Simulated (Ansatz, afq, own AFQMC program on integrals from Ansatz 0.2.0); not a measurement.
BSiH₃, singlet: AFQMC among the cluster methods

```xyz
5

Si    0.0091    0.0000    0.6016
B     0.0825    0.0000   -1.2150
H    -0.6559   -0.9412   -0.6669
H    -0.6559    0.9412   -0.6669
H     0.1724    0.0000   -2.3958
```

Connectivity, by distances: Si–BH, 2 bridging H.

Basis cc-pVDZ. Only valence electrons are correlated. AFQMC by an in-house program on the Cholesky factors that Ansatz 0.2.0 writes for its CCSD(T) run. ph-AFQMC/CISD is guided by a CISD state made of CCSD amplitudes; releasing the constraint for a short imaginary time cuts its bias at the price of noise, slowly where states lie close. Free AFQMC starts from the CCSD state and is never constrained. Its projection time is finite, and what remains of the start isn't in its error. Error bars are statistical, one sigma.

Determinant: RHF, the one that the program's search chose, which needn't be the lowest solution. The geometry is a PBE0/def2-TZVP stationary point of this or a neighbouring charge and spin state.

No full CI on the walks' own integrals is used here; CCSDT(Q) serves as the reference and is uncertain by about the last step of the cluster series.

Cautions: the ph-AFQMC/HF walk drifts between its halves (2.5 errors).

```
T1 diagnostic                               : 0.0139
weight of the determinant in the CISD state : 0.869
size of the correlated space                : 10 electrons in 41 orbitals
```

Reference: CCSDT(Q), correlation energy -6.371 eV. The released energy is read at 2.40 1/Eh (meV from the phaseless value at times in 1/Eh: 11 ± 25 at 0.24, 5 ± 23 at 0.51, 3 ± 18 at 0.99, 10 ± 11 at 1.62, -13 ± 15 at 2.40).

| level | E − E(reference) (kcal/mol) | share of correlation (%) |
| --- | --- | --- |
| HF | 146.91 | 0.00 |
| MP2 | 27.65 | 81.18 |
| CCSD | 6.32 | 95.70 |
| CCSD(T) | 0.99 | 99.33 |
| CCSDT | 0.32 | 99.78 |
| ph-AFQMC/HF | -1.17 ± 1.20 | 100.80 |
| ph-AFQMC/CISD | -0.29 ± 0.50 | 100.20 |
| released AFQMC | -0.58 ± 0.35 | 100.40 |
| free AFQMC | 0.14 ± 0.29 | 99.91 |

Free projections are given only where their last times agree within the noise and don't stop above the reference; a slow remainder of the start can still hide under it. A walk keeps the symmetry of its determinant, which the program's search chose and which needn't be the lowest solution, so a lower state of the same spin and another symmetry isn't excluded. Released energies are given only where the last usable release times agree within the noise; a slower fall can still hide under it.
